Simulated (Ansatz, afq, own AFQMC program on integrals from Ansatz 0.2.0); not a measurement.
AFQMC on a folder of integrals that Ansatz 0.2.0 wrote.

```yaml
crystal:
  periodic: [false, false, false]
  atoms:
    - {symbol: In, position_ang: [0.000000, -0.036922, 0.001087]}
    - {symbol: H, position_ang: [0.000000, 4.584441, -0.134475]}
    - {symbol: H, position_ang: [0.000000, -0.283530, -3.268245]}
    - {symbol: H, position_ang: [0.000000, -0.094980, 3.278946]}
basis:
  gaussian: {orbitals: def2-SVP}
total_charge: 1
magnetization: {spin_polarized: true, initial_magnetization: 1}
correlation: {method: ccsd_t, electrons: outside_noble_gas, hamiltonian_folder: ham}
```

```sh
$ ansatz run in.yaml --threads 1 --pin off --events-out ev --progress --plain --max-ram 16896MiB --backend cuda --devices 0, --max-vram 18GiB
```

Options of the walk:

```
--method phaseless --trial cisd --walkers 4000 --populations 20 --least-time 60 --time-step 0.005 --steps-per-block 50 --equilibration-blocks 40 --max-blocks 4000 --target-error 0.00027 --factor-cut 1e-05 --start spin_pure --seed 3513 --release-times 0.24,0.51,0.99,1.62,2.4 --release-step 0.03 --release-every 3 --taylor-order 6
```

Times are imaginary, in 1/Eh. The walk had a cap of 122 s. With eight or more populations the least sampling time is a fifth of least-time, and the error comes from their spread. Filled inner d shells are frozen with the cores. Core potentials past Kr, no spin–orbit coupling.

afq prints:

```
orbitals 32  electrons 3 2  factors 191 of 492
reference energy -190.51338609 Eh
CCSD correlation -0.03181130 Eh in 16 cycles, weight of the determinant in the CISD state 0.9477
energy of the start -190.542808 Eh
 block  time / (1/Eh)  mean weight  energy / Eh
     1     0.250  1.0000  -190.543290
     2     0.500  0.9999  -190.543678
     3     0.750  0.9999  -190.543985
     4     1.000  1.0001  -190.544211
     5     1.250  0.9999  -190.544418
     7     1.750  1.0001  -190.544754
     9     2.250  0.9999  -190.544913
    11     2.750  1.0000  -190.545046
    15     3.750  1.0000  -190.545202
    19     4.750  0.9999  -190.545247
    23     5.750  0.9999  -190.545278
    27     6.750  1.0000  -190.545333
    31     7.750  1.0001  -190.545373
    35     8.750  0.9999  -190.545424
    39     9.750  1.0001  -190.545402
    43    10.750  1.0002  -190.545439
    47    11.750  1.0000  -190.545387
    51    12.750  0.9999  -190.545358
    55    13.750  1.0001  -190.545372
    59    14.750  0.9998  -190.545379
    63    15.750  1.0002  -190.545397
    67    16.750  1.0000  -190.545450
    71    17.750  1.0000  -190.545352
    75    18.750  1.0000  -190.545396
    79    19.750  0.9999  -190.545416
    83    20.750  1.0000  -190.545332
    87    21.750  1.0001  -190.545391
    89    22.250  1.0001  -190.545411
error from the spread of 20 populations
released: time / (1/Eh)  energy / Eh  error  mean overlap
  0.24  -190.545388  0.000019  0.9999
  0.51  -190.545399  0.000016  0.9985
  0.99  -190.545403  0.000012  0.9978
  1.62  -190.545411  0.000011  0.9967
  2.40  -190.545416  0.000009  0.9957
energy -190.545379 +/- 0.000017 Eh
(rows thinned)
```

The run passed its tests (sampling time, drift between the halves within three errors, error under three times the target), which doesn't prove that it has relaxed.

Against this walk (error 0.5 meV) on the same determinant: CCSD(T) 3.8 meV higher, CCSDT(Q) 0.1 meV lower (within the noise), CCSDTQ 0.4 meV lower (within the noise), full CI 0.4 meV lower (within the noise). The error is statistical and leaves out the bias of the constraint. The determinant has ⟨S²⟩ = 1.75, so the low cluster orders mix in higher spin, while the walk starts as a pure doublet. Released to 2.40 1/Eh the energy moves by -1.0 ± 0.5 meV (both errors), within twice the noise. The determinant is a poor start (see the cautions), so the low cluster orders aren't to be relied on, and full CI is the sure value.

Cautions: constraint bias not in the error; no spin-orbit coupling; inner d shell frozen; unrestricted determinant spin contaminated (⟨S²⟩ 1.75 against 0.75); the next higher spin lies close (full CI puts it 7 meV above).

The walk took 23 s on 1 × NVIDIA H100 80GB HBM3 with 2 threads of AMD EPYC 7R13 Processor (Zen 3), on a shared host (the card was shared). The log's last line is the phaseless energy.

CCSDT and higher add their correlation energy to the determinant of the CCSD(T) run, since their own runs factorise the integrals more tightly (a shift of under 2 meV). A walk keeps the symmetry of its determinant, which the program's search chose and which needn't be the lowest solution, so a lower state of the same spin and another symmetry isn't excluded.
